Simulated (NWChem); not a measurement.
The numbers come from NWChem runs, not from measurements. System: S (+1), charge 1, spin multiplicity 4. Its SCF solution wasn't tested for a lower state. Level: UHF/def2-QZVP.

The NWChem input:

```
start mol
memory heap 200 mb stack 900 mb global 1100 mb
charge 1
geometry units angstroms nocenter noautoz
  S      0.000000     0.000000     0.000000
  symmetry group D2h
end
basis spherical
  * library def2-qzvp
end
scf
  uhf
  nopen 3
  maxiter 100
  thresh 1e-7
  semidirect memsize 60000000 filesize 0
  # guess.movecs holds the orbitals of an unrestricted PBE0 run
  vectors input guess.movecs output mol.movecs
end
task scf energy
```

Part of the output:

```
             Northwest Computational Chemistry Package (NWChem) 7.3.0
             --------------------------------------------------------

                                NWChem Input Module
                                -------------------

 Scaling coordinates for geometry "geometry" by  1.889725989
 (inverse scale =  0.529177249)

                             Geometry "geometry" -> ""
                             -------------------------

 Output coordinates in angstroms (scale by  1.889725989 to convert to a.u.)

  No.       Tag          Charge          X              Y              Z
 ---- ---------------- ---------- -------------- -------------- --------------
    1 S                   16.0000     0.00000000     0.00000000     0.00000000

 Effective nuclear repulsion energy (a.u.)       0.0000000000

            Nuclear Dipole moment (a.u.)
            ----------------------------
        X                 Y               Z
 ---------------- ---------------- ----------------
     0.0000000000     0.0000000000     0.0000000000

      Symmetry information
      --------------------

 Group name             D2h
 Group number             26
 Group order               8
 No. of unique centers     1

      Symmetry unique atoms

     1


 Summary of "ao basis" -> "" (spherical)
 ------------------------------------------------------------------------------
       Tag                 Description            Shells   Functions and Types
 ---------------- ------------------------------  ------  ---------------------
 *                         def2-qzvp                  on all atoms

 Summary of "ao basis" -> "ao basis" (spherical)
 ------------------------------------------------------------------------------
       Tag                 Description            Shells   Functions and Types
 ---------------- ------------------------------  ------  ---------------------
 S                         def2-qzvp                22       70   9s6p4d2f1g

                                 NWChem SCF Module
                                 -----------------

  ao basis        = "ao basis"
[...]
  ----- ------------  ---------------      ----- ------------  ---------------
    22      0.424397  1 S  px                25      0.335222  1 S  px
    19      0.330736  1 S  px                10     -0.230127  1 S  px

 Vector    8  Occ=0.000000D+00  E=-3.067612D-01  Symmetry=b2u
              MO Center=  7.9D-34,  3.6D-18,  7.9D-34, r^2= 1.8D+00
   Bfn.  Coefficient  Atom+Function         Bfn.  Coefficient  Atom+Function
  ----- ------------  ---------------      ----- ------------  ---------------
    23      0.424397  1 S  py                26      0.335222  1 S  py
    20      0.330736  1 S  py                11     -0.230127  1 S  py

 Vector    9  Occ=0.000000D+00  E=-3.067612D-01  Symmetry=b1u
              MO Center=  5.0D-32, -9.0D-31, -2.0D-15, r^2= 1.8D+00
   Bfn.  Coefficient  Atom+Function         Bfn.  Coefficient  Atom+Function
  ----- ------------  ---------------      ----- ------------  ---------------
    24      0.424397  1 S  pz                27      0.335222  1 S  pz
    21      0.330736  1 S  pz                12     -0.230127  1 S  pz

 center of mass
 --------------
 x =   0.00000000 y =   0.00000000 z =   0.00000000

 moments of inertia (a.u.)
 ------------------
           0.000000000000           0.000000000000           0.000000000000
           0.000000000000           0.000000000000           0.000000000000
           0.000000000000           0.000000000000           0.000000000000

  Mulliken analysis of the total density
  --------------------------------------

    Atom       Charge   Shell Charges
 -----------   ------   -------------------------------------------------------
    1 S   16    15.00   1.65  0.01  0.27  0.33  1.08  0.58  0.49  1.28  0.30  5.79 -0.01  0.46  1.29  1.34  0.13  0.00  0.00  0.00  0.00  0.00  0.00  0.00

  Mulliken analysis of the alpha density
  --------------------------------------

    Atom       Charge   Shell Charges
 -----------   ------   -------------------------------------------------------
    1 S   16     9.00   0.83  0.01  0.14  0.17  0.54  0.29  0.25  0.67  0.12  2.92 -0.01  0.32  1.29  1.34  0.13  0.00  0.00  0.00  0.00  0.00  0.00  0.00

   Mulliken analysis of the beta density
   -------------------------------------

    Atom       Charge   Shell Charges
 -----------   ------   -------------------------------------------------------
    1 S   16     6.00   0.83  0.01  0.14  0.16  0.54  0.30  0.24  0.61  0.18  2.87 -0.00  0.14 -0.00  0.00 -0.00  0.00  0.00  0.00  0.00 -0.00  0.00  0.00

   Mulliken analysis of the spin density
   -------------------------------------

    Atom       Charge   Shell Charges
 -----------   ------   -------------------------------------------------------
    1 S   16     3.00  -0.00 -0.00 -0.00  0.00 -0.00 -0.01  0.00  0.06 -0.06  0.06 -0.01  0.18  1.29  1.34  0.13 -0.00 -0.00 -0.00 -0.00  0.00 -0.00 -0.00

       Multipole analysis of the density wrt the origin
       ------------------------------------------------

     L   x y z        total         alpha         beta         nuclear
     -   - - -        -----         -----         ----         -------
     0   0 0 0      1.000000     -9.000000     -6.000000     16.000000

     1   1 0 0     -0.000000     -0.000000     -0.000000      0.000000
     1   0 1 0      0.000000      0.000000      0.000000      0.000000
     1   0 0 1     -0.000000     -0.000000     -0.000000      0.000000

     2   2 0 0     -6.913775     -5.492358     -1.421417      0.000000
     2   1 1 0     -0.000000      0.000000     -0.000000      0.000000
     2   1 0 1     -0.000000      0.000000     -0.000000      0.000000
     2   0 2 0     -6.913775     -5.492358     -1.421417      0.000000
     2   0 1 1     -0.000000     -0.000000     -0.000000      0.000000
     2   0 0 2     -6.913775     -5.492358     -1.421417      0.000000

 Task  times  cpu:        0.4s     wall:        0.4s

 Total times  cpu:        0.4s     wall:        0.4s
```
